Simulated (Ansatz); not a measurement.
A made-up structure of Al2H3O (charge -1), closed shell:

O1  (-0.597, -1.270, -0.078)
Al2  (-1.121, -2.006, 1.289)
Al3  (0.521, 1.112, 0.087)
H4  (-0.644, -1.606, -0.987)
H5  (1.112, 2.030, -1.132)
H6  (0.762, 1.971, 1.446)
(Å)

It is relaxed with PBE-D4/def2-SVPD and then PBE0-D4/def2-TZVPD (Ansatz 0.2.0). Atoms count as bonded within 1.22 times the sum of their covalent radii (H–H: 0.88 Å). The end point is not checked to be a true minimum.

(1) Does its bonding change? (Judge from chemistry; the calculation decides.)

Results:

(1) The calculation gives: Yes. Formed: Al2–Al3; broken: none.

Where it ends: The first stage lowers the energy by 2.40 eV in 34 steps. It ends as Al₂H₃O ([OH][Al][AlH2]), total charge -1:
```xyz
6
angstrom
O -1.3192 -1.8463 -0.5561
Al 0.0675 -0.9982 0.1120
Al 0.3432 1.5803 0.2939
H -1.2317 -2.7998 -0.5337
H 1.6421 2.1709 -0.5290
H 0.5302 2.1241 1.8374
```

Labels in which every atom is bracketed show which atoms are joined, not bond orders.

For scale, one of the runs: PBE0-D4/def2-TZVPD relaxation, 153 basis functions, launched by `ansatz run in.yaml --threads 2 --pin off --events-out ev --progress --plain --max-ram 4352MiB`. The run took about 26 s on 2 CPU threads of an Arm Neoverse V2 (shared host).
